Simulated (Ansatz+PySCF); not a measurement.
Results of a calculation; reference values are marked as such.
**Several solutions for doublet H₄O₂(+) in separate pieces**

```xyz
6

O     0.0000    0.0000   -0.1197
H     0.0000    0.7542    0.4787
H     0.0000   -0.7542    0.4787
O    10.0000    0.0000   -0.1197
H    10.0000    0.7542    0.4787
H    10.0000   -0.7542    0.4787
```

Basis set: STO-3G (spherical functions). Charge 1, multiplicity 2.

CASSCF(3,2) was run from several starts with Ansatz (development build ahead of 0.2.0) and PySCF 2.14.0. The starts are those of the Hartree–Fock orbitals from which the active space was taken at the frontier.

| run | program | start | converged | energy (hartree) | <S²> |
| --- | --- | --- | --- | --- | --- |
| A | Ansatz | atomic start, no search | yes | -149.61899 | 0.75 |
| B | Ansatz | search for the lowest state | yes | -149.61899 | 0.75 |
| C | Ansatz | atomic start, no search | yes | -149.61900 | 0.75 |
| D | Ansatz | search for the lowest state | yes | -149.61900 | 0.75 |
| E | PySCF | program defaults | yes | -149.57834 | 0.75 |
| F | Ansatz | stability test followed | yes | -149.61900 | 0.75 |

Question: Which runs reached the lowest solution of this kind, and what is wrong with the others?

Answer: A, B, C, D, F reached the lowest solution found. Converged but too high: E by 1.11 eV. Convergence only shows a stationary point; in CASSCF the end hangs on which orbitals enter the active space. Caution: other starts end on other solutions of this active space.
